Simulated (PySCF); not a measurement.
## Boron: a sound run and one with changed settings

Sound run: B [He] 2s2 2p1, B⁺ [He] 2s2. Computed with PySCF 2.14 in pcseg-2 (4s3p2d1f, 30 functions), with the non-relativistic Hamiltonian (point nucleus). The sound run starts from symmetry-adapted Hartree-Fock orbitals and uses a fine grid where one is needed.

Changed run: 26 angular points. This setting is unsound on purpose.

```tsv
species	method	sound run (hartree)	changed run (hartree)	converged
B	UHF	-24.52921	-24.52921	yes
B	B3LYP	-24.66382	-24.66366	yes
B	TPSS	-24.66619	-24.66626	yes
B⁺	UHF	-24.23482	-24.23482	yes
B⁺	B3LYP	-24.34220	-24.34220	yes
B⁺	TPSS	-24.34363	-24.34363	yes
```

Ionisation energy of B:

| method | sound run (eV) | changed run (eV) |
| --- | --- | --- |
| UHF | 8.011 | 8.011 |
| B3LYP | 8.752 | 8.747 |
| TPSS | 8.777 | 8.779 |

A coarse angular grid integrates products of high-l functions wrongly, so density functionals can shift, and the SCF can exploit the error; Hartree-Fock and MP2 need no grid.

For comparison, NIST gives 8.298 eV between the lowest levels.
